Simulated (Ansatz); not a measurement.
Cost and result for the atomization energy of C$_{4}$H$_{7}$FO, SMILES `C/C=C(\F)OC` (13 atoms, 12 bonds).

```xyz
13

C     1.859   -0.673   -1.205
C     0.696   -0.841   -0.292
C    -0.332   -0.012   -0.215
F    -0.382    1.123   -0.934
O    -1.434   -0.212    0.507
C    -1.811    0.862    1.362
H     2.797   -0.630   -0.644
H     1.777    0.241   -1.794
H     1.942   -1.516   -1.898
H     0.643   -1.711    0.351
H    -2.684    0.518    1.912
H    -2.068    1.754    0.787
H    -1.003    1.095    2.062
```

Total charge 0; spin multiplicity 1. The structure was optimised at the PBE0-D4/def2-TZVP level. It is one conformer, not always the lowest. Program: Ansatz. All runs use 4 threads of an Arm Neoverse V2 on a shared host. Times are those of one run each, without the atoms' runs, and a repeat can differ threefold. Electronic energies, without spin–orbit coupling; frozen cores. CCSD(T)/CBS adds CCSD(T) − MP2 in def2-TZVPP to the MP2 limit, and its time is that of the two runs behind it. T1 = 0.011. B3LYP takes the VWN-RPA correlation (the form of Gaussian; ORCA's B3LYP/G).

CCSD(T)/CBS is a level of theory with its own doubt, some kJ/mol a heavy atom from the limit and from the frozen cores, so smaller differences don't rank the functionals.

```
                             level  functions  wall time
   PBE-D4/def2-TZVPP (with forces)        284      2.5 s
                PBE0-D4/def2-TZVPP        284      2.9 s
r2SCAN-D4/def2-TZVPP (with forces)        284      4.7 s
 B3LYP-D4/def2-TZVPP (with forces)        284      4.8 s
                 B2PLYP/def2-TZVPP        284        6 s
                ωB97X-V/def2-TZVPP        284      7.5 s
  ωB97M-V/def2-TZVPP (with forces)        284       11 s
                    MP2/def2-QZVPP        552       27 s
                CCSD(T)/def2-TZVPP        284    5.7 min
                 CCSD(T)/CBS(def2)          –    6.1 min
```

Problem. What atomization energy does each give, and how far from CCSD(T)/CBS? (Best estimate.)

Solution. Ansatz gave: 
```tsv
level	atomization (kcal/mol)	difference from CCSD(T)/CBS	per bond
PBE-D4/def2-TZVPP (with forces)	1299.0	40.4	3.4
PBE0-D4/def2-TZVPP	1270.0	11.4	1.0
r2SCAN-D4/def2-TZVPP (with forces)	1266.4	7.8	0.6
B3LYP-D4/def2-TZVPP (with forces)	1261.1	2.5	0.2
B2PLYP/def2-TZVPP	1249.1	-9.5	-0.8
ωB97X-V/def2-TZVPP	1262.0	3.4	0.3
ωB97M-V/def2-TZVPP (with forces)	1264.4	5.8	0.5
MP2/def2-QZVPP	1271.6	13.0	1.1
CCSD(T)/def2-TZVPP	1228.6	-30.0	-2.5
CCSD(T)/CBS(def2)	1258.6	0.0	0.0
```

The D4 term adds +8.1 kcal/mol with B3LYP and +4.3 kcal/mol with PBE0; it sums over pairs of atoms, weighted by their polarisabilities, and B3LYP, whose exchange is more repulsive, gets the larger term. In def2-TZVPP, CCSD(T) changes the Hartree–Fock value by +316.1 kcal/mol (the triples alone add +20.1 kcal/mol) and MP2 by +341.5 kcal/mol; breaking electron pairs costs correlation energy, which Hartree–Fock lacks. From PBE to PBE0 (25 % exact exchange), in def2-TZVPP and without D4, the atomization energy moves by −28.2 kcal/mol: exact exchange takes away binding that semilocal exchange gives to molecules.
